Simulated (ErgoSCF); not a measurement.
# One shape, several levels: SiH2F (SMILES F[SiH2])

Wanted: a comparison of 4 runs (UHF/def2-SVP, UB3LYP/3-21G, UPBE/6-31G, UPBE0/def2-SVP) of SiH2F. 

The results are computed with ErgoSCF 3.8.

## 1. Starting point

The species is SiH2F (4 atoms), meant as a doublet with charge 0. As SMILES, `F[SiH2]`. The shape is that of a GFN2-xTB optimisation.

Bond lengths: F1–Si2 1.621 Å, Si2–H3 1.448 Å, Si2–H4 1.448 Å. Angles: F1–Si2–H3 104.7°, F1–Si2–H4 104.7°, H3–Si2–H4 120.2°.

## 2. The energy at UHF/def2-SVP (run 1)

File geom.xyz:

```xyz
4
FH2Si
F      1.205590     0.647540    -0.425510
Si    -0.122150    -0.264920    -0.246870
H     -1.219930     0.678520    -0.261640
H      0.136490    -1.061140     0.934020
```

File run.inp:

```
set_nthreads(1)
scf.use_diagonalization = 1
scf.output_mulliken_pop = 1
basis = "def2-SVP"
spin_polarization = 1
tmpdir = "."
scf.max_number_of_iterations = 120
molecule "geom.xyz"
run "HF"
```

The basis set def2-SVP is read from a file made from the Basis Set Exchange's data (not shown).

Started as:

```console
$ ergo < run.inp
```

Standard output:

```text
[...]
INSC SCF_general constructor, number of basis functions: 42
[...]
INSC Energy   1 =       -180.84637569797
[...]
INDE E_LUMO =          0.05198269864
[...]
INSC Energy  18 =       -389.36325721646  ( diff     -0.000000000023306 )
[...]
RESC CONVERGED after  18 iterations.
RESC FINAL ENERGY:       -389.36325721646
RESC FINAL <S2> =          0.75242590723
[...]
INSC SCF: dipole_moment_x [atomic units] =      -0.63433023
INSC SCF: dipole_moment_y [atomic units] =      -0.44229305
INSC SCF: dipole_moment_z [atomic units] =       0.07610778
[...]
```

Wall time 5.4 s (1 thread of Arm Neoverse V2, shared host); peak memory 0.26 GiB.

## 3. A single-point energy at UB3LYP/3-21G (run 2)

File mol.xyz:

```xyz
4
FH2Si
F      1.205590     0.647540    -0.425510
Si    -0.122150    -0.264920    -0.246870
H     -1.219930     0.678520    -0.261640
H      0.136490    -1.061140     0.934020
```

File ergo.in:

```
# single point, FH2Si
set_nthreads(1)
molecule "mol.xyz"
spin_polarization = 1
basis = "3-21G"
scf.use_diagonalization = 1
scf.max_number_of_iterations = 120
XC.sparse_mode = 0
tmpdir = "."
scf.output_mulliken_pop = 1
XC.radint = 1e-11
XC.angint = 41
run "B3LYP-G"
```

The basis set 3-21G is read from a file made from the Basis Set Exchange's data (not shown).

Started as:

```console
$ ergo ergo.in
```

Standard output:

```text
[...]
INDF Weighted mixed functional:
[...]
INSC Energy   1 =       -263.67075418086
[...]
INDE E_LUMO =         -0.10513456771
[...]
INSC Energy  12 =       -388.44226325735  ( diff     -0.000000000005059 )
[...]
RESC CONVERGED after  12 iterations.
RESC FINAL ENERGY:       -388.44226325735
RESC FINAL <S2> =          0.75050830785
[...]
INSC SCF: dipole_moment_x [atomic units] =      -0.51678378
INSC SCF: dipole_moment_y [atomic units] =      -0.32051374
INSC SCF: dipole_moment_z [atomic units] =       0.11994525
[...]
```

It took 2.1 s on 1 thread of Arm Neoverse V2, shared host; peak memory 0.26 GiB.

## 4. The energy at UPBE/6-31G (run 3)

File molecule.xyz:

```xyz
4

F      1.205590     0.647540    -0.425510
Si    -0.122150    -0.264920    -0.246870
H     -1.219930     0.678520    -0.261640
H      0.136490    -1.061140     0.934020
```

File ergo.in:

```
set_nthreads(1)
molecule "molecule.xyz"
scf.output_mulliken_pop = 1
scf.use_diagonalization = 1
XC.radint = 1e-11
spin_polarization = 1
scf.max_number_of_iterations = 120
basis = "6-31G"
XC.angint = 41
XC.sparse_mode = 0
tmpdir = "."
run "PBE"
```

The basis set 6-31G is read from a file made from the Basis Set Exchange's data (not shown).

Started as:

```console
$ ergo < ergo.in
```

Standard output:

```text
[...]
INDF Weighted mixed functional:
[...]
INSC Energy   1 =       -263.14751345776
[...]
INDE E_LUMO =         -0.13035455600
[...]
INSC Energy  29 =       -390.18845803787  ( diff      0.000000000000568 )
[...]
RESC CONVERGED after  29 iterations.
RESC FINAL ENERGY:       -390.18845803787
RESC FINAL <S2> =          0.75057619215
[...]
INSC SCF: dipole_moment_x [atomic units] =      -0.64236780
INSC SCF: dipole_moment_y [atomic units] =      -0.37103672
INSC SCF: dipole_moment_z [atomic units] =       0.18890240
[...]
```

Wall time 4.8 s (1 thread of Arm Neoverse V2, shared host); peak memory 0.26 GiB.

## 5. The energy at UPBE0/def2-SVP (run 4)

molecule.xyz is that of step 4.

File job.ego:

```
# FH2Si
set_nthreads("env")
molecule "molecule.xyz"
scf.use_diagonalization = 1
XC.radint = 1e-11
XC.angint = 41
tmpdir = "."
basis = "def2-SVP"
spin_polarization = 1
scf.output_mulliken_pop = 1
scf.max_number_of_iterations = 120
XC.sparse_mode = 0
run "PBE0"
```

The basis set def2-SVP is read from a file made from the Basis Set Exchange's data (not shown).

Started as:

```console
$ ergo job.ego
```

Standard output:

```text
[...]
INDF Weighted mixed functional:
[...]
INSC Energy   1 =       -186.59829514290
[...]
INDE E_LUMO =         -0.08685166759
[...]
INSC Energy  17 =       -390.12916823568  ( diff     -0.000000000005684 )
[...]
RESC CONVERGED after  17 iterations.
RESC FINAL ENERGY:       -390.12916823568
RESC FINAL <S2> =          0.75130767062
[...]
INSC SCF: dipole_moment_x [atomic units] =      -0.51723531
INSC SCF: dipole_moment_y [atomic units] =      -0.32886131
INSC SCF: dipole_moment_z [atomic units] =       0.10830739
[...]
```

Run time: 7.8 s. Hardware: 1 thread of Arm Neoverse V2, shared host; peak memory 0.26 GiB.

## 6. All runs side by side

| run | level | integration grid | radint | energy (Eh) | dipole moment (D) | ⟨S²⟩ | wall time |
| --- | --- | --- | --- | --- | --- | --- | --- |
| 1 | UHF/def2-SVP | – | – | -389.363257 | 1.98 | 0.752 | 5.4 s |
| 2 | UB3LYP/3-21G | Turbo | 1e-11 | -388.442263 | 1.58 | 0.751 | 2.1 s |
| 3 | UPBE/6-31G | Turbo | 1e-11 | -390.188458 | 1.95 | 0.751 | 4.8 s |
| 4 | UPBE0/def2-SVP | Turbo | 1e-11 | -390.129168 | 1.58 | 0.751 | 7.8 s |

## 7. Results

| quantity | value |
| --- | --- |
| run 4: total energy | -390.12917 Eh |
| run 4: dipole moment | 1.58 D |
| run 4: ⟨S²⟩ | 0.751 |

In words: The dipole moment (its size) runs from 1.58 D (UB3LYP/3-21G) to 1.98 D (UHF/def2-SVP). The two ends differ in method and basis. Totals of different functionals can't be ranked against each other. All runs together took 20 s, the longest 7.8 s.
